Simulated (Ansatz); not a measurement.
hcp Ru was calculated with PBE-D3(BJ) (Ansatz, a quantum-chemistry and plane-wave program, plane waves, PAW).

Settings: plane-wave cutoff 520 eV, 24×24×14 k mesh (along the axes of the cell as run), Fermi–Dirac smearing 0.05 eV, no spin polarisation, scalar-relativistic PAW data made under PBE.

Equation-of-state points:

```
V (Å³/atom)  E − E_lowest (meV/atom)  P (GPa)
-----------  -----------------------  -------
12.906                         24.19    15.00
13.175                          5.81     7.06
13.444                          0.00     0.00
13.713                          5.38    -6.29
13.982                         20.71   -11.88
```

Problem. Fit the third-order Birch–Murnaghan equation and give B0 and B′.

Solution. V0 = 13.444 Å³/atom, B0 = 333 GPa, B′ = 4.8 (fit to the energies at full precision).

Shape and atoms are relaxed at each volume.

Measured, for comparison: bulk modulus 318 GPa (zero-point energy and finite temperature contributions removed, our sources range from 318 to 336; as tabulated in doi:10.1021/acs.jctc.3c00612). Computed (rounded) less measured: bulk modulus +5 % (inside the range of the sources held).

Note: the bulk modulus comes from volumes at which shape and atoms were relaxed.

Computed values are for the static lattice.
